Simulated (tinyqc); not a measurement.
Inside a calculation. Method: Hueckel theory of the pi electrons, for the molecule C=C1C=C1 (SMILES; centres numbered as the heavy atoms are written). One step of it, computed by the program tinyqc.

Problem. Orbitals. Diagonalise; E = alpha + x beta with beta < 0, so the largest x are filled first; degenerate levels share their electrons. P = sum n_i c_ri c_si; each orbital has its largest coefficient positive (the first on a tie).

Hueckel matrix in units of beta (H = alpha + beta A), lower triangle:
```
          1C        2C        3C        4C
1C  0.000000
2C  1.000000  0.000000
3C  0.000000  1.000000  0.000000
4C  0.000000  1.000000  1.000000  0.000000
```

pi electrons, sum of z_r less the charge = 4

Give: x values; occupations; coefficients; charge and bond-order matrix P.

Solution.

x values: 2.1701  0.3111  -1.0000  -1.4812

occupations: 2.0000  2.0000  0.0000  0.0000

coefficients:
```
       MO1      MO2      MO3      MO4
1C  0.2818   0.8152   0.0000  -0.5059
2C  0.6116   0.2536   0.0000   0.7494
3C  0.5227  -0.3682   0.7071  -0.3020
4C  0.5227  -0.3682  -0.7071  -0.3020
```

charge and bond-order matrix P, lower triangle:
```
         1C      2C      3C      4C
1C   1.4881
2C   0.7583  0.8768
3C  -0.3056  0.4527  0.8176
4C  -0.3056  0.4527  0.8176  0.8176
```
